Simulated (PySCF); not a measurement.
Cubic BN: correlation energy from several methods in one and the same small orbital space (PySCF; 2 atoms at the zone centre, 8 electrons in 26 orbitals, empty ones MP2 natural orbitals of a DZ basis, lattice constant set to 4.7008 Å). Its volume lies 120 % above that of the crystal's usual cell. It tests the methods against each other and lies far from the crystal's limit.

Full CI gives -4.1366 eV per atom.

Q: What share of it do MP2, CCSD, CCSD(T), CCSDT, CCSDT(Q) recover?

A: MP2 69.9 %; CCSD 89.0 %; CCSD(T) 95.8 %; CCSDT 97.1 %; CCSDT(Q) 99.7 %.

| method | E_corr (eV per atom) | share of full CI (%) | error (meV) |
|---|---|---|---|
| MP2 | -2.8911 | 69.9 | 1246 |
| CCSD | -3.6800 | 89.0 | 457 |
| CCSD(T) | -3.9609 | 95.8 | 176 |
| CCSDT | -4.0175 | 97.1 | 119 |
| CCSDT(Q) | -4.1246 | 99.7 | 12 |
| full CI | -4.1366 | 100.0 | 0 |

The Hartree–Fock determinant has a weight of 0.50 in the full CI state.

MP2, (T) and (Q) use filled levels shifted down by the Madelung term, which in so small a cell is a large part of the gap, so these rows hang on it.
